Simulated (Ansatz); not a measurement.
Ruthenium, hcp: convergence with Gaussian smearing

Computed with Ansatz, r²SCAN, scalar-relativistic PAW, on the relaxed cell (a = 2.706 Å, c = 4.258 Å (c/a = 1.574); spin not included). Errors count from a run at 500 eV on a Γ-centred 22×22×12 mesh with Fermi-Dirac smearing of 0.1 eV, extrapolated to zero width. Fixed here: cutoff 500 eV, mesh 13×13×8. The SCF starts from atomic densities corrected by a trained network.

| width (eV) | E(σ→0) error (meV/atom) | F error (meV/atom) | P (GPa) | SCF iterations |
| --- | --- | --- | --- | --- |
| 0.01 | 1.4 | 1.4 | -0.22 | 6 |
| 0.03 | 1.4 | 1.2 | -0.22 | 6 |
| 0.1 | 1.5 | -0.2 | -0.20 | 6 |
| 0.2 | 1.9 | -5.9 | -0.09 | 6 |
| 0.3 | 2.1 | -15.7 | 0.09 | 6 |
| 0.6 | 4.2 | -70.1 | 1.13 | 6 |
| 1.0 | 19.7 | -209.9 | 4.15 | 6 |
